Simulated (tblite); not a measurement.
Compound: C5H7S (doublet state).
Bonds: C1–C2 (double), C2–C3, C3–S4 (double), C3–C5, C5–C6. Hydrogens: H7, H8 on C1; H9 on C2; H10 on C5; H11, H12, H13 on C6.

A start from a force field or distance geometry was refined with tblite 0.8.0, GFN2-xTB geometry optimisation, gas phase. Values at the start:

| coordinate | start |
| --- | --- |
| C1=C2 | 1.350 Å |
| C1–H7 | 1.090 Å |
| C1–H8 | 1.080 Å |
| C2–C3 | 1.486 Å |
| C2–H9 | 1.095 Å |
| C3=S4 | 1.701 Å |
| C3–C5 | 1.498 Å |
| C5–C6 | 1.495 Å |
| C5–H10 | 1.082 Å |
| C6–H11 | 1.092 Å |
| C1–C2–C3 | 125.6° |
| C2–C3–S4 | 125.4° |
| C2–C3–C5 | 111.8° |
| C3–C5–C6 | 123.6° |
| S4–C3–C5 | 122.8° |
| C1–C2–C3–S4 | 1° |

Q: How do these coordinates change at the GFN2-xTB level?

A: 
```json
{"coordinate": "C3–C5", "GFN2-xTB (Å or °)": "1.361", "change": "-0.137"}
{"coordinate": "C2–C3", "GFN2-xTB (Å or °)": "1.456", "change": "-0.030"}
{"coordinate": "C1=C2", "GFN2-xTB (Å or °)": "1.328", "change": "-0.022"}
{"coordinate": "C3=S4", "GFN2-xTB (Å or °)": "1.722", "change": "+0.021"}
{"coordinate": "C1–H7", "GFN2-xTB (Å or °)": "1.078", "change": "-0.012"}
{"coordinate": "C2–H9", "GFN2-xTB (Å or °)": "1.083", "change": "-0.012"}
{"coordinate": "C5–C6", "GFN2-xTB (Å or °)": "1.483", "change": "-0.012"}
{"coordinate": "C1–H8", "GFN2-xTB (Å or °)": "1.076", "change": "-0.004"}
{"coordinate": "C6–H11", "GFN2-xTB (Å or °)": "1.091", "change": "-0.001"}
{"coordinate": "C5–H10", "GFN2-xTB (Å or °)": "1.082", "change": "0.000"}
{"coordinate": "C2–C3–C5", "GFN2-xTB (Å or °)": "120.7", "change": "+8.9"}
{"coordinate": "C2–C3–S4", "GFN2-xTB (Å or °)": "119.3", "change": "-6.1"}
{"coordinate": "S4–C3–C5", "GFN2-xTB (Å or °)": "120.0", "change": "-2.8"}
{"coordinate": "C1–C2–C3", "GFN2-xTB (Å or °)": "124.9", "change": "-0.7"}
{"coordinate": "C3–C5–C6", "GFN2-xTB (Å or °)": "124.3", "change": "+0.7"}
{"coordinate": "C1–C2–C3–S4", "GFN2-xTB (Å or °)": "0", "change": "-1"}
```

The energy falls by 10.8 kcal/mol over 30 L-BFGS steps, the largest force on an atom goes from 3.99 to 0.006 eV/Å, and the atoms move by 0.130 Å rms after alignment. The bond that changes most is C3–C5 (ends: carbon bonded to 2 C and S; carbon bonded to 2 C and H), which shortens by 0.137 Å. Bonds longer at the end by more than 0.005 Å: 1 of 12; shorter: 8. Rotational constants go from 4250, 2073, 1406 to 4767, 2177, 1508 MHz.

GFN2-xTB frequencies show an imaginary mode (126i cm⁻¹), so the point is no minimum at that level. 3 starts were optimised and ended at 0.00, 0.56 and 0.60 kcal/mol (GFN2-xTB); the lowest of these is shown.

Conformer computed: `[CH2:1]=[CH:2][C:3](=[S:4])[CH:5][CH3:6]`: C1–C2–C3–S4 0°, C2–C3–C5–C6 180°.

One conformer stands for the species.
